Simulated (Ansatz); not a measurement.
Basis-set extrapolation for borazine (`B1NBNBN1`) (PBE0-D4/def2-TZVP geometry, frozen core, Ansatz). Multiplicity 1, RHF reference.

```json
{"": "HF", "cc-pV(T+d)Z": "-241.243214", "cc-pV(Q+d)Z": "-241.260155"}
{"": "MP2 correlation", "cc-pV(T+d)Z": "-0.907297", "cc-pV(Q+d)Z": "-0.969139"}
{"": "CCSD(T) correlation", "cc-pV(T+d)Z": "-0.983555", "cc-pV(Q+d)Z": "not run"}
```

Energies in hartree. Use E(X) = E(∞) + A·exp(−5.46·√X) for Hartree–Fock and E(X) = E(∞) + B·X^(−3.05) for correlation, with X = 3 and 4, and add CCSD(T) minus MP2 of the smaller set to the MP2 limit.

Task: What is the CCSD(T) energy at the basis-set limit?

Result: HF limit: -241.260155 + (-0.016941) × 0.30130 = -241.26526. MP2 limit: -0.969139 + (-0.061842) × 0.71189 = -1.01316. Higher-order term: -0.983555 − (-0.907297) = -0.07626. Total: -242.35468 hartree, 335.8 kJ/mol below CCSD(T)/cc-pV(T+d)Z.
